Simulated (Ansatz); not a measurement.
Nudged elastic band run: C₂H₅Si, charge -1

The input (input.yaml):

```yaml
crystal:
  periodic: [false, false, false]
  atoms:
    - { symbol: C, position_ang: [-0.929922, 1.046171, -0.79658] }
    - { symbol: Si, position_ang: [0.800494, 0.724959, -0.674352] }
    - { symbol: C, position_ang: [0.802412, -0.797348, 0.599571] }
    - { symbol: H, position_ang: [-1.737407, 0.502693, -0.271743] }
    - { symbol: H, position_ang: [-1.318033, 1.852303, -1.442001] }
    - { symbol: H, position_ang: [0.338402, -0.511415, 1.562614] }
    - { symbol: H, position_ang: [1.820753, -1.165723, 0.822025] }
    - { symbol: H, position_ang: [0.2233, -1.651649, 0.200467] }
total_charge: -1
basis:
  gaussian: { orbitals: def2-SVP }
hamiltonian:
  xc: pbe0
  dispersion: d4
neb:
  order_check: false
  images: 5
  f_tol: 0.03
  max_iterations: 60
  initial_path: linear
  final_atoms:
    - { symbol: C, position_ang: [-0.91335887, 0.99490487, -0.89391291] }
    - { symbol: Si, position_ang: [0.68656997, 1.04538314, -0.15347033] }
    - { symbol: C, position_ang: [0.76331984, -0.73433545, 0.70732923] }
    - { symbol: H, position_ang: [-1.62710696, 0.15205099, -0.83774528] }
    - { symbol: H, position_ang: [-1.30597527, 1.84110756, -1.48305923] }
    - { symbol: H, position_ang: [1.01993035, -0.64902745, 1.78131943] }
    - { symbol: H, position_ang: [1.56245909, -1.35194645, 0.25232562] }
    - { symbol: H, position_ang: [-0.18583916, -1.29814621, 0.62721447] }
```

Run as:

```bash
$ ansatz run input.yaml --threads 1 --pin off --max-ram 2048MiB --backend cpu --events-out ev --progress --plain --runs-dir out
```

Output, in part (warnings, iteration lines, the closing report on the highest movable image, with atoms numbered from 0):

```
NEB end point (image 0): max|allowed force component| = 1.169e-2 eV/Å (the criterion of neb.relax_end_points is 1.000e-2)
NEB end point (image 6): max|allowed force component| = 1.782e-2 eV/Å (the criterion of neb.relax_end_points is 1.000e-2)
NEB iter   1: max|band force component| = 2.433e0 eV/Å  barrier→ = 0.2313 eV  barrier← = 0.2579 eV  Δτ_max = 0.0747 Å  (159 SCF iters)
NEB iter   2: max|band force component| = 5.524e-1 eV/Å  barrier→ = 0.0133 eV  barrier← = 0.0399 eV  Δτ_max = 0.1940 Å  (120 SCF iters)
NEB iter   3: max|band force component| = 7.595e-1 eV/Å  barrier→ = 0.0953 eV  barrier← = 0.1219 eV  Δτ_max = 0.1002 Å  (133 SCF iters)
NEB iter   4: max|band force component| = 2.473e-1 eV/Å  barrier→ = 0.0086 eV  barrier← = 0.0351 eV  CI = image 1  Δτ_max = 0.0632 Å  (128 SCF iters)
NEB iter   5: max|band force component| = 5.656e-2 eV/Å  barrier→ = -0.0011 eV  barrier← = 0.0255 eV  CI = image 1  Δτ_max = 0.0167 Å  (115 SCF iters)
NEB iter   6: max|band force component| = 4.084e-2 eV/Å  barrier→ = -0.0008 eV  barrier← = 0.0257 eV  CI = image 1  Δτ_max = 0.0157 Å  (116 SCF iters)
NEB iter   7: max|band force component| = 1.468e-2 eV/Å  barrier→ = -0.0006 eV  barrier← = 0.0260 eV  CI = image 1  Δτ_max = 0.0000 Å  (241 SCF iters)
Total energy: -10021.95126804 eV, -368.2999159780 hartree
Atom 0 at    -0.917600     0.997866    -0.869058 Å, force     0.002145    -0.003328    -0.004711 eV/Å
Atom 1 at     0.812825     0.756516    -0.623410 Å, force    -0.001038     0.004175     0.008252 eV/Å
Atom 2 at     0.793314    -0.758417     0.659279 Å, force    -0.003086     0.002096    -0.011805 eV/Å
Atom 3 at    -1.734409     0.415629    -0.404001 Å, force    -0.000177     0.000079    -0.000683 eV/Å
Atom 4 at    -1.294835     1.788552    -1.539090 Å, force     0.000718    -0.001789     0.001182 eV/Å
Atom 5 at     0.333521    -0.454715     1.618739 Å, force     0.003733     0.001296     0.004667 eV/Å
Atom 6 at     1.805963    -1.137893     0.888497 Å, force     0.002068    -0.001459    -0.000672 eV/Å
Atom 7 at     0.201220    -1.607549     0.269045 Å, force    -0.004362    -0.001069     0.003770 eV/Å
Dipole moment:    -0.134160    -0.396106     0.333191 e Å
```

The run converged. The highest image is an end point: on this band no image between the ends rises above it. Limits of this set-up: an anion without diffuse functions, the dipole of an ion depends on the origin.

Final band (atoms are numbered from 1 in the order of the input):

```csv
image,path coordinate (Å),energy (eV),dihedral C1–Si2–C3–H6 (°)
0,0.00,0.000,-60
1,0.13,-0.001,-65
2,0.41,-0.006,-77
3,0.70,-0.014,-90
4,0.98,-0.022,-102
5,1.27,-0.026,-115
6,1.56,-0.027,-127
```

The run took 2.6 min on 1 thread of Intel(R) Xeon(R) Processor @ 2.50GHz (Skylake/Cascade Lake) (shared host), peak memory 0.14 GiB.
